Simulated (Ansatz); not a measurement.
The input, for Ansatz 0.2.0:

```yaml
crystal:
  periodic: [false, false, false]
  atoms:
    - {symbol: B, position_ang: [0.000000, 0.000000, 0.294918]}
    - {symbol: B, position_ang: [0.000000, 0.000000, -1.768082]}
    - {symbol: H, position_ang: [0.000000, 0.000000, 1.473165]}
basis:
  gaussian: {orbitals: 6-31G}
magnetization: {spin_polarized: false, initial_magnetization: 3}
correlation: {method: ccsdt_q, electrons: outside_noble_gas}
```

```sh
$ ansatz run in.yaml --threads 1 --pin off --events-out ev --progress --plain --max-ram 2393MiB
```

The program prints:

```
441 factors; integrals over basis functions are off by at most 1.1e-7 eV
mean field evaluation 1: about -1350.4018 eV, gradient 8.0e0 eV
mean field evaluation 2: about -1350.4025 eV, gradient 8.0e0 eV
mean field evaluation 4: about -1351.3587 eV, gradient 2.8e0 eV
mean field evaluation 8: about -1351.6472 eV, gradient 9.5e-1 eV
mean field evaluation 16: about -1351.8719 eV, gradient 3.0e-2 eV
mean field evaluation 32: about -1351.6925 eV, gradient 6.5e-2 eV
mean field evaluation 64: about -1350.7961 eV, gradient 1.5e-1 eV
mean field evaluation 96: about -1348.7586 eV, gradient 1.4e0 eV
mean field evaluation 128: about -1350.7964 eV, gradient 4.0e-4 eV
mean field evaluation 160: about -1344.8108 eV, gradient 1.1e-1 eV
mean field evaluation 192: about -1348.7210 eV, gradient 5.3e0 eV
mean field -1351.87199712 eV, -49.6803795625 hartree, gradient 2.7e-6 eV, S^2 3.750000; 4 other end points of the search recorded, 0 dependent functions left out
mean field evaluation 224: about -1351.7597 eV, gradient 2.2e-1 eV
mean field evaluation 256: about -1350.8637 eV, gradient 2.7e0 eV
determinant -1351.87199712 eV, -49.6803795625 hartree, with singles and doubles -1354.82458753 eV, -49.7888852585 hartree
determinant -1351.69278978 eV, -49.6737938140 hartree, with singles and doubles -1354.82824404 eV, -49.7890196329 hartree
determinant -1350.79638623 eV, -49.6408515913 hartree, with singles and doubles -1352.97108030 eV, -49.7207701245 hartree
determinant -1348.75210148 eV, -49.5657255125 hartree, with singles and doubles -1352.32686317 eV, -49.6970955815 hartree
determinant -1351.87199712 eV, -49.6803795625 hartree, with singles and doubles -1354.83042621 eV, -49.7890998260 hartree
determinant -1351.69278978 eV, -49.6737938140 hartree, with singles and doubles -1354.82774411 eV, -49.7890012610 hartree
2 core orbitals not correlated: weight in the atoms' cores, before any rotation towards them, 1.000 or more for the frozen orbitals, at most 0.000 for the correlated occupied ones
reference -1351.69278978 eV, -49.6737938140 hartree; 5, 2 occupied and 13, 16 virtual orbitals, 441 factors
second order -2.33325294 eV of doubles, -0.02255926 eV of singles
cycle   1  -2.73378417 eV  change   -3.8e-1 eV  update   9.9e-2
cycle   2  -3.09819734 eV  change   -3.6e-1 eV  update   5.6e-2
cycle   3  -3.27145339 eV  change   -1.7e-1 eV  update   3.8e-2
cycle   4  -3.27895861 eV  change   -7.5e-3 eV  update   1.9e-2
cycle   5  -3.31100201 eV  change   -3.2e-2 eV  update   7.9e-3
cycle   6  -3.30556663 eV  change    5.4e-3 eV  update   3.5e-3
cycle   7  -3.30593166 eV  change   -3.7e-4 eV  update   1.2e-3
cycle   8  -3.30694789 eV  change   -1.0e-3 eV  update   5.4e-4
cycle   9  -3.30680577 eV  change    1.4e-4 eV  update   2.8e-4
cycle  10  -3.30656067 eV  change    2.5e-4 eV  update   1.3e-4
cycle  11  -3.30662204 eV  change   -6.1e-5 eV  update   5.3e-5
cycle  12  -3.30668290 eV  change   -6.1e-5 eV  update   2.7e-5
cycle  13  -3.30671707 eV  change   -3.4e-5 eV  update   1.3e-5
cycle  14  -3.30672080 eV  change   -3.7e-6 eV  update   4.5e-6
cycle  15  -3.30671932 eV  change    1.5e-6 eV  update   1.7e-6
cycle  16  -3.30671957 eV  change   -2.5e-7 eV  update   8.1e-7
perturbative correction -0.02240851 eV, -0.0008234975 hartree
Total energy: -1355.02191785 eV, -49.7961370142 hartree
```

For the same geometry and basis full CI lies 12.7 meV lower.

Ran on 1 thread of Arm Neoverse V1, shared host: 2.6 s wall, 0.14 GiB peak host memory.
